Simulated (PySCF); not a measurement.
Which level of theory gave which numbers?

Species: C2H4.
SMILES: `C=C`

The closed-shell ground state was solved 6 times with PySCF (density fitting, gas phase), always with PBE0, in these basis sets: 6-31G*, IGLO-III, STO-3G, cc-pVTZ, def2-SVP and pcSseg-0. Geometry: PBE0-D3(BJ)/def2-SVP; no solvent, vibrations or thermal averaging.

```json
{"row": "P", "total energy (Eh)": "-78.5110", "HOMO (eV)": "-7.85", "LUMO (eV)": "0.19"}
{"row": "Q", "total energy (Eh)": "-78.4782", "HOMO (eV)": "-7.56", "LUMO (eV)": "0.71"}
{"row": "R", "total energy (Eh)": "-78.3099", "HOMO (eV)": "-7.93", "LUMO (eV)": "0.47"}
{"row": "S", "total energy (Eh)": "-78.5150", "HOMO (eV)": "-7.88", "LUMO (eV)": "-0.01"}
{"row": "T", "total energy (Eh)": "-77.5281", "HOMO (eV)": "-6.12", "LUMO (eV)": "3.57"}
{"row": "U", "total energy (Eh)": "-78.4255", "HOMO (eV)": "-7.80", "LUMO (eV)": "0.37"}
```

Which basis belongs to which row?

P = cc-pVTZ, Q = 6-31G*, R = pcSseg-0, S = IGLO-III, T = STO-3G, U = def2-SVP. From the lowest total energy up: IGLO-III (110 functions) 0 eV; cc-pVTZ (116 functions) +0.11 eV; 6-31G* (36 functions) +1.00 eV; def2-SVP (48 functions) +2.44 eV; pcSseg-0 (26 functions) +5.58 eV; STO-3G (14 functions) +26.85 eV.
